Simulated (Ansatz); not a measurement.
Mulliken charges of C₄H₅Cl (`C=CC(=C)Cl`) from PBE/def2-TZVPP in Ansatz (PBE0-D4/def2-TZVP geometry).

```json
{"atom": "C1", "x (Å)": "-1.747", "y (Å)": "-0.266", "z (Å)": "0.491", "charge (e)": "-0.169"}
{"atom": "C2", "x (Å)": "-0.430", "y (Å)": "-0.423", "z (Å)": "0.423", "charge (e)": "-0.114"}
{"atom": "C3", "x (Å)": "0.492", "y (Å)": "0.359", "z (Å)": "-0.384", "charge (e)": "0.136"}
{"atom": "C4", "x (Å)": "1.806", "y (Å)": "0.151", "z (Å)": "-0.408", "charge (e)": "-0.211"}
{"atom": "Cl5", "x (Å)": "-0.188", "y (Å)": "1.622", "z (Å)": "-1.358", "charge (e)": "-0.103"}
{"atom": "H6", "x (Å)": "-2.258", "y (Å)": "0.498", "z (Å)": "-0.083", "charge (e)": "0.081"}
{"atom": "H7", "x (Å)": "-2.348", "y (Å)": "-0.904", "z (Å)": "1.127", "charge (e)": "0.100"}
{"atom": "H8", "x (Å)": "0.054", "y (Å)": "-1.198", "z (Å)": "1.011", "charge (e)": "0.089"}
{"atom": "H9", "x (Å)": "2.231", "y (Å)": "-0.638", "z (Å)": "0.201", "charge (e)": "0.089"}
{"atom": "H10", "x (Å)": "2.471", "y (Å)": "0.747", "z (Å)": "-1.017", "charge (e)": "0.103"}
```

**Question.** By hand: the dipole of these point charges (1 e Å = 4.8032 D).

**Answer.** Σ q r = (0.090, -0.193, 0.152) e Å, of length 0.262 e Å = 1.26 D.

**Question.** How does the dipole of the full density compare? (Best estimate.)

**Answer.** Ansatz gave: (0.079, -0.207, 0.165) e Å, 1.33 D; the point charges give 0.95 times that, at 4° from its direction.

Point charges leave out the atoms' own dipoles, such as those of lone pairs, and Mulliken's split depends on the basis, so the close match here is no proof of good charges.
